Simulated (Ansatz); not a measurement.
A made-up structure of C₂H₆, singlet:

C1  (-0.327, 0.132, -0.672)
C2  (0.327, -0.132, 0.672)
H3  (0.446, -0.348, 1.704)
H4  (-1.407, -0.026, -0.629)
H5  (-0.159, 1.160, -1.002)
H6  (-0.070, 0.530, 1.446)
H7  (1.407, 0.026, 0.629)
H8  (0.159, -1.160, 1.002)
(Å)

It is relaxed with PBE-D4/def2-SVP and then PBE0-D4/def2-TZVP (Ansatz 0.2.0). Atoms count as bonded within 1.22 times the sum of their covalent radii (H–H: 0.88 Å). The end point is not checked to be a true minimum.

Does its bonding change? (Judge from chemistry; the calculation decides.)

Computed: Yes. Formed: H3–H6; broken: C2–H3, C2–H6.

Where it ends: The first stage lowers the energy by 5.30 eV in 25 steps. It ends as a complex of C₂H₄ (C=C) + H₂:
```
8
angstrom
C -0.3578 0.1911 -0.6754
C 0.5709 -0.6281 -0.2091
H -0.1480 0.8404 3.2626
H -1.4003 -0.1033 -0.7321
H -0.1147 1.1905 -1.0197
H -0.1162 0.6526 2.5401
H 1.6134 -0.3338 -0.1522
H 0.3278 -1.6275 0.1354
```

For scale, one of the runs: PBE0-D4/def2-TZVP relaxation, 98 basis functions, launched by `ansatz run in.yaml --threads 2 --pin off --events-out ev --progress --plain --max-ram 4352MiB`. Hardware: 2 CPU threads of an Arm Neoverse V1, shared host. Wall time about 6.5 s.
